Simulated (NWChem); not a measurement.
Correlation energy of Si (+1)

```xyz
1

Si     0.0000     0.0000     0.0000
```
Charge +1, spin multiplicity 2.

All runs are NWChem calculations.

Basis set: 3-21G. Each correlation energy counts from its own Hartree-Fock reference.

The correlated methods keep 5 core orbitals frozen. The stability of the SCF solutions was not checked. Open-shell Hartree-Fock references start from PBE0 orbitals. Coupled-cluster values serve here as a point of comparison, not as the truth.

One of these methods gave a correlation energy of -18.6 mHa. Which?
A) UMP2
B) CCSD on UHF
C) SCS-UMP2

A, UMP2. The others give -22.0 (SCS-UMP2), -31.2 (CCSD on UHF).
